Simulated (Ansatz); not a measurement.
**Worked example: CH2⁺, quartet against CH$_{2}$⁺, doublet**

Geometry (PBE0/def2-TZVP stationary point of a doublet), kept for both states (CH2⁺, doublet: Πu; CH2⁺, quartet: Σu⁻u):

```xyz
3

C     0.0000    0.0000    0.0000
H     0.0000    0.0000   -1.0935
H     0.0000    0.0000    1.0935
```

Basis cc-pVTZ; Ansatz 0.2.0. Only valence electrons are correlated (noble-gas cores frozen). Prefix R: restricted or restricted open-shell reference; prefix U: unrestricted.

Full CI is exact within this basis and frozen core; it isn't the basis-set limit. The frozen core follows each run's orbitals, which can shift R against U totals by a few meV.

```csv
level,"E(CH2⁺, doublet) (hartree)","E(CH2⁺, quartet) (hartree)"
UHF,-38.575044,-38.358092
UMP2,-38.671219,-38.453745
UCCSD(T),-38.693860,-38.475071
PBE,-38.713573,-38.505403
wB97M-V,-38.755585,-38.536866
full CI,-38.694276,-38.475550
```

Task: Give the vertical gap, CH2⁺ quartet less CH2⁺ doublet, at each level in eV (1 hartree = 27.2114 eV), and each error against full CI.

Result: full CI: (-38.475550 − (-38.694276)) × 27.2114 = 5.952 eV (the reference)
wB97M-V: (-38.536866 − (-38.755585)) × 27.2114 = 5.952 eV, error 0.000 eV
PBE: (-38.505403 − (-38.713573)) × 27.2114 = 5.665 eV, error -0.287 eV
UCCSD(T): (-38.475071 − (-38.693860)) × 27.2114 = 5.954 eV, error 0.002 eV
UMP2: (-38.453745 − (-38.671219)) × 27.2114 = 5.918 eV, error -0.034 eV
UHF: (-38.358092 − (-38.575044)) × 27.2114 = 5.904 eV, error -0.048 eV

Total energies of functionals can't be set beside those of wave-function methods, since they hold the core's correlation and their own absolute errors; only the differences compare.

Each level lands on the state that its own search finds. T1 diagnostics of restricted CCSD: 0.017 and 0.013.
